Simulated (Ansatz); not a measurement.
Cost against result

The pair of HF (SMILES F, atoms 1–2) and H2O2 (SMILES OO, atoms 3–6), both closed shells, in one local arrangement (a lower one may exist), relaxed at PBE0-D4/def2-TZVP:

| atom | x (Å) | y (Å) | z (Å) |
| --- | --- | --- | --- |
| F1 | -0.3497 | -0.0695 | -2.2550 |
| H2 | -0.2712 | 0.0455 | -1.3288 |
| O3 | -0.3067 | 0.2905 | 0.3782 |
| O4 | 0.7690 | -0.4323 | 0.9658 |
| H5 | -1.0735 | -0.1102 | 0.8082 |
| H6 | 1.2322 | 0.2760 | 1.4316 |

Interaction energies are counterpoise-corrected; the time is that of the whole pair.

Computed with Ansatz 0.2.0 (basis: as named in each row); correlated methods freeze the cores. B3LYP uses VWN-RPA correlation. Extrapolation: Hartree–Fock as exp(−7.88 √X), correlation as X^−2.97.

Times are rough, for one single point on 2 threads of a shared host (Arm Neoverse V1).

The estimate by CCSD(T) at an estimated basis limit (MP2 extrapolated from triple and quadruple zeta, plus CCSD(T) − MP2 in triple zeta) is -7.16 kcal/mol.

| method | basis | time (s) | interaction energy (kcal/mol) | method less estimate |
| --- | --- | --- | --- | --- |
| HF | STO-3G | under 1 | 1.00 | 8.16 |
| PBE-D4 | STO-3G | under 1 | -4.01 | 3.14 |
| SPW92 | def2-SVP | under 1 | -11.18 | -4.02 |
| B3LYP-D4 | 6-31G | under 1 | -9.23 | -2.07 |
| PBE-D4 | def2-SVP | under 1 | -7.79 | -0.63 |
| PBE0-D4 | def2-SVP | under 1 | -7.87 | -0.71 |
| CCSD(T) | def2-SVP | under 1 | -5.81 | 1.35 |
| revPBE-D4 | def2-TZVPPD | 1 | -6.68 | 0.48 |
| PBE-D4 | def2-TZVPPD | 1 | -7.84 | -0.68 |
| PBE0-D4 | def2-TZVPPD | 2 | -7.81 | -0.65 |
| BLYP-D4 | def2-TZVPPD | 2 | -7.20 | -0.04 |
| HSE06-D4 | def2-TZVPPD | 2 | -7.79 | -0.63 |
| B3LYP-D4 | def2-TZVPPD | 2 | -7.57 | -0.42 |
| wB97M-V | def2-SVP | 2 | -7.41 | -0.25 |
| r2SCAN-D4 | def2-TZVPPD | 2 | -7.90 | -0.74 |
| B2PLYP | def2-TZVPPD | 3 | -7.04 | 0.12 |
| B97M-V | def2-TZVPPD | 4 | -7.40 | -0.25 |
| wB97X-V | def2-TZVPPD | 5 | -7.39 | -0.23 |
| wB97M-V | def2-TZVPPD | 6 | -7.32 | -0.17 |
| MP2 | def2-QZVPPD | 8 | -6.99 | 0.17 |
| CCSD(T) | def2-TZVPPD | 37 | -6.67 | 0.48 |

The T1 diagnostic stays at or below 0.013.
